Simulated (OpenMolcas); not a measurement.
# One shape, several levels: H2O (water)

Aim: a comparison of 6 runs (B3LYP/pcseg-0, M06-2X/pcseg-0, UPBE/pcseg-0, MP2/pcseg-0, ACPF/pcseg-0, CISD/pcseg-0) of H2O (water). 

The results are computed with OpenMolcas 26.06.

### Step 1. The system as given

H2O: 3 atoms, total charge 0, spin state singlet. SMILES: `O`. The O1–H3 distance was set to 2.399 Å, away from the relaxed value. At this shape a bond of the SMILES string is far longer than usual.

Bond lengths: O1–H2 0.960 Å.

### Step 2. The energy at B3LYP/pcseg-0 (run 1)

calc.input reads:

```
&GATEWAY
 BasLib=$CurrDir
 Coord
 3
 bohr
 O     -0.96574454     3.06778517    -0.16903600
 H      0.48783280     3.72578781     0.69249014
 H     -0.30953714    -1.41464898    -0.33013515
 Basis=pcseg-0
 Group=NoSym

&SEWARD
 GridInput
 Grid=UltraFine
 End of Grid

&SCF
 KSDFT=B3LYP
 Thresholds=1e-10 1e-07 1e-07 1e-05
 PrOrbitals=1 1
```

The basis set pcseg-0 is read from a file made from the Basis Set Exchange's data (not shown).

Command:

```
export MOLCAS_MEM=1860
pymolcas calc.input > calc.log
```

What it wrote:

```text
--- Start Module: gateway ---
[...]
--- Stop Module: gateway /rc=_RC_ALL_IS_WELL_ ---
--- Start Module: seward ---
[...]
      Basis functions           13
--- Stop Module: seward /rc=_RC_ALL_IS_WELL_ ---
--- Start Module: scf ---
[...]
       Convergence after  15 Iterations
[...]
::    Total KS-DFT energy                             -75.9730209110
[...]
      Total spin, S                                     0.0000000000
[...]
      Total electronic charge=   10.000000
      Total            charge=   -0.000000
[...]
      Dipole Moment (debye):
      Origin of the operator (angstrom)=   -0.4486    1.5102   -0.0687
                   X=  1.6652E+00               Y= -3.8532E-01               Z=  8.5588E-01           Total=  1.9115E+00
      Quadrupole Moment (debye*angstrom):
[...]
--- Stop Module: scf /rc=_RC_ALL_IS_WELL_ ---
[...]
```

It took 3.9 s on 1 thread of Arm Neoverse V1, shared host; peak memory 0.37 GiB.

### Step 3. The energy at M06-2X/pcseg-0 (run 2)

calc.inp reads:

```
* H2O Kohn-Sham DFT

&GATEWAY
 BasLib = $CurrDir
 Coord
 3
 bohr
 O     -0.96574454     3.06778517    -0.16903600
 H      0.48783280     3.72578781     0.69249014
 H     -0.30953714    -1.41464898    -0.33013515
 Basis = pcseg-0
 Group = NoSym

&SEWARD
 GridInput
 Grid=UltraFine
 End of Grid

&SCF
 KSDFT = M062X
 Thresholds = 1e-10 1e-07 1e-07 1e-05
 PrOrbitals = 1 1
```

The basis set pcseg-0 is read from a file made from the Basis Set Exchange's data (not shown).

Command:

```
export MOLCAS_MEM=1860
pymolcas calc.inp > calc.log
```

What it wrote:

```text
--- Start Module: gateway ---
[...]
--- Stop Module: gateway /rc=_RC_ALL_IS_WELL_ ---
--- Start Module: seward ---
[...]
      Basis functions           13
--- Stop Module: seward /rc=_RC_ALL_IS_WELL_ ---
--- Start Module: scf ---
[...]
       Convergence after  14 Iterations
[...]
::    Total KS-DFT energy                             -75.9120114571
[...]
      Total spin, S                                     0.0000000000
[...]
      Total electronic charge=   10.000000
      Total            charge=   -0.000000
[...]
      Dipole Moment (debye):
      Origin of the operator (angstrom)=   -0.4486    1.5102   -0.0687
                   X=  1.7799E+00               Y= -7.3653E-01               Z=  8.7744E-01           Total=  2.1167E+00
      Quadrupole Moment (debye*angstrom):
[...]
--- Stop Module: scf /rc=_RC_ALL_IS_WELL_ ---
[...]
```

It took 4.2 s on 1 thread of Arm Neoverse V1, shared host; peak memory 0.37 GiB.

Runs 3 to 4 aren't shown in full; the table further down has their settings and results.

### Step 4. The energy at ACPF/pcseg-0 (run 5)

calc.input reads:

```
&gateway
 baslib
 $CurrDir
 coord
 3
 bohr
 O     -0.96574454     3.06778517    -0.16903600
 H      0.48783280     3.72578781     0.69249014
 H     -0.30953714    -1.41464898    -0.33013515
 basis
 pcseg-0
 group
 NoSym

&seward

&scf
 thresholds
 1e-10 1e-07 1e-07 1e-05
 prorbitals
 1 1

&motra
 frozen
 1

&guga
 electrons
 8
 spin
 1
 inactive
 4
 active
 0
 ciall
 1

&cpf
 acpf
```

The basis set pcseg-0 is read from a file made from the Basis Set Exchange's data (not shown).

Command:

```
export MOLCAS_MEM=1860
pymolcas calc.input > calc.log
```

What it wrote:

```text
--- Start Module: gateway ---
[...]
--- Stop Module: gateway /rc=_RC_ALL_IS_WELL_ ---
[...]
      Basis functions           13
[...]
       Convergence after  13 Iterations
[...]
::    Total SCF energy                                -75.5019035775
[...]
      Total spin, S                                     0.0000000000
[...]
      *** WARNING: Default frozen orbitals is overwritten by user input.
      *** Default values:   1
[...]
--- Start Module: guga ---
[...]
--- Stop Module: guga /rc=_RC_ALL_IS_WELL_ ---
--- Start Module: cpf ---
[...]
      Active orbitals                            0       0
[...]
      Spin quantum number                      0.0
[...]
     FINAL ACPF ENERGY         -75.82365870
     FINAL CORRELATION ENERGY   -0.32175512  REFERENCE ENERGY     -75.50190358
[...]
      Title:  ACPF natural orbitals
[...]
      Total electronic charge=   10.000000
      Total            charge=    0.000000
[...]
      Dipole Moment (debye):
      Origin of the operator (angstrom)=   -0.4486    1.5102   -0.0687
                   X=  1.3896E+00               Y=  1.9209E+00               Z=  9.7227E-01           Total=  2.5624E+00
      Quadrupole Moment (debye*angstrom):
[...]
--- Stop Module: cpf /rc=_RC_ALL_IS_WELL_ ---
[...]
```

It took 1.8 s on 1 thread of Arm Neoverse V1, shared host; peak memory 0.37 GiB.

### Step 5. A single-point energy at CISD/pcseg-0 (run 6)

calc.input reads:

```
>>> EXPORT MOLCAS_PRINT=2

&GATEWAY
 BASLIB = $CurrDir
 COORD
 3
 bohr
 O     -0.96574454     3.06778517    -0.16903600
 H      0.48783280     3.72578781     0.69249014
 H     -0.30953714    -1.41464898    -0.33013515
 BASIS = pcseg-0
 GROUP = NoSym

&SEWARD

&SCF
 THRESHOLDS = 1e-10 1e-07 1e-07 1e-05
 PRORBITALS = 1 1

&MOTRA
 FROZEN = 1

&GUGA
 ELECTRONS = 8
 SPIN = 1
 INACTIVE = 4
 ACTIVE = 0
 CIALL = 1

&CPF
 SDCI
```

The basis set pcseg-0 is read from a file made from the Basis Set Exchange's data (not shown).

Command:

```
export MOLCAS_MEM=1860
pymolcas calc.input > calc.log
```

What it wrote:

```text
--- Start Module: gateway ---
[...]
--- Stop Module: gateway /rc=_RC_ALL_IS_WELL_ ---
[...]
      Basis functions           13
[...]
       Convergence after  13 Iterations
[...]
::    Total SCF energy                                -75.5019035775
[...]
      Total spin, S                                     0.0000000000
[...]
      *** WARNING: Default frozen orbitals is overwritten by user input.
      *** Default values:   1
[...]
--- Start Module: guga ---
[...]
--- Stop Module: guga /rc=_RC_ALL_IS_WELL_ ---
--- Start Module: cpf ---
[...]
      Active orbitals                            0       0
[...]
      Spin quantum number                      0.0
[...]
     FINAL CI ENERGY           -75.72825400
     FINAL CORRELATION ENERGY   -0.22635042  REFERENCE ENERGY     -75.50190358
[...]
     REL. CI ENERGY            -75.72825400
[...]
      Total electronic charge=   10.000000
      Total            charge=    0.000000
[...]
      Dipole Moment (debye):
      Origin of the operator (angstrom)=   -0.4486    1.5102   -0.0687
                   X=  1.6860E+00               Y=  3.1503E-01               Z=  9.4773E-01           Total=  1.9596E+00
      Quadrupole Moment (debye*angstrom):
[...]
--- Stop Module: cpf /rc=_RC_ALL_IS_WELL_ ---
[...]
```

Run time: 1.8 s. Hardware: 1 thread of Arm Neoverse V1, shared host; peak memory 0.37 GiB.

### Step 6. The series

```csv
run,level,scramble,integration grid,energy (Eh),dipole moment (D) of the reference,HOMO energy (eV),LUMO energy (eV),wall time
1,B3LYP/pcseg-0,–,UltraFine,-75.973021,1.91,-7.82,-5.42,3.9 s
2,M06-2X/pcseg-0,–,UltraFine,-75.912011,2.12,-9.30,-4.26,4.2 s
3,UPBE/pcseg-0,0.25,UltraFine,-75.928461,1.78,-5.72,-4.96,6.6 s
4,MP2/pcseg-0,–,–,-75.709685,2.12,-10.18,-1.94,1.6 s
5,ACPF/pcseg-0,–,–,-75.823659,2.12,-10.18,-1.94,1.8 s
6,CISD/pcseg-0,–,–,-75.728254,2.12,-10.18,-1.94,1.8 s
```

### Step 7. What came out

| quantity | value |
| --- | --- |
| run 6: total energy | -75.72825 Eh |
| run 6: dipole moment (mean-field density) | 2.12 D |
| run 6: HOMO energy (Hartree–Fock orbitals) | -10.18 eV |
| run 6: LUMO energy (Hartree–Fock orbitals) | -1.94 eV |
| run 6: HOMO–LUMO gap (Hartree–Fock orbitals) | 8.24 eV |
| run 6: correlation energy (1 core orbital frozen) | -226.4 mEh |

**Reading.** Over runs 1, 2, 3 the dipole moment (its size) runs from 1.78 D (UPBE/pcseg-0) to 2.12 D (M06-2X/pcseg-0). Over runs 1, 2, 3 the HOMO–LUMO gap runs from 0.76 eV (UPBE/pcseg-0) to 5.04 eV (M06-2X/pcseg-0). Totals of different functionals can't be ranked against each other. In runs 1, 2, 4, 5, 6 a closed-shell determinant meets a far-stretched bond, which it describes badly. Spin contamination of the reference: run 3 ⟨S²⟩ = 0.83. Where it is this large, the reference is a mixture of spin states, and values that rest on it are in doubt. All runs together took 20 s, the longest 6.6 s.
